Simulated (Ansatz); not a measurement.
A ladder of methods for SiH4S (sulfanylsilane)

SiH4S has 6 atoms, charge 0, and is taken as a singlet. As SMILES, `[SiH3]S`. The coordinates come from a PBE0-D4/def2-TZVP relaxation.

```csv
atom,x (Å),y (Å),z (Å)
Si,-0.1698,-0.2634,-0.4360
S,0.9073,-0.0126,1.3928
H,-1.6298,-0.0743,-0.2416
H,0.1086,-1.6583,-0.8525
H,0.2998,0.6812,-1.4811
H,0.5261,1.2633,1.5723
```

Quantity: the energy change with the S2–H6 bond stretched from 1.344 to 3.359 Å, in eV. The values are calculated.

| level | kind | program | value (eV) | CPU time (all runs) |
| --- | --- | --- | --- | --- |
| SVWN5/STO-3G (restricted) | LDA | Ansatz | 6.65 | 1.5 s |
| PBE/STO-3G (restricted) | GGA | Ansatz | 6.32 | 2.4 s |
| revPBE/STO-3G (restricted) | GGA | Ansatz | 6.19 | 2.4 s |
| r2SCAN0/STO-3G (restricted) | hybrid meta-GGA | Ansatz | 7.57 | 5.2 s |
| wB97X/STO-3G (restricted) | range-separated hybrid | Ansatz | 8.23 | 10 s |
| BCCD(T)/STO-3G (restricted) | coupled cluster or CI | Ansatz | ? | 0.42 s |
| CCSDT(Q)/STO-3G (restricted) | coupled cluster or CI | Ansatz | 4.17 | 0.58 s |
| CCSDTQ/STO-3G (restricted) | coupled cluster or CI | Ansatz | 4.17 | 7.3 s |
| FCI/STO-3G | exact in the basis | Ansatz | 4.17 | 5.2 s |

Question: Estimate the missing values from the other rows.

Answer: As computed at these levels: BCCD(T)/STO-3G (restricted): 4.15 eV. The first shape isn't each level's own minimum. The values span 4.15 to 8.23 eV. All rows use very small basis sets, so even the best lies far from the true value. Times are those of the runs behind each value, whatever else they computed, on shared processors of several kinds: orders of magnitude only.
